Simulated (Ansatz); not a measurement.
InS (Pnnm, No. 58), treated with HSE06 (Ansatz, an electronic-structure program, PAW).

Numerical settings: plane-wave cutoff 500 eV, 6×2×6 k mesh (along the axes of the cell as run), gaussian smearing 0.02 eV, scalar-relativistic PAW data made under PBE.

Cell (relaxed with PBEsol):

InS has the orthorhombic space group Pnnm (No. 58), Pearson symbol oP8. Lattice parameters: a = 4.3811 Å, b = 10.6756 Å, c = 3.9497 Å, α = 90.00°, β = 90.00°, γ = 90.00°. In on 4g is surrounded by 3 S at 2.518–2.573 Å (trigonal pyramidal). S on 4g is coordinated by 3 In at 2.518–2.573 Å (trigonal pyramidal). (Neighbours: up to the widest gap in distance over summed covalent radii, below 1.35, at either atom; cation-cation and far metal-metal contacts left out.)

What does this level give for the band gap?


- band gap: 1.98 eV (on the SCF k mesh)

Note: cell and atoms aren't relaxed at this level (pressure 1.2 GPa).

Spin–orbit coupling is not included.

The computed numbers hold no vibrational or temperature effects.
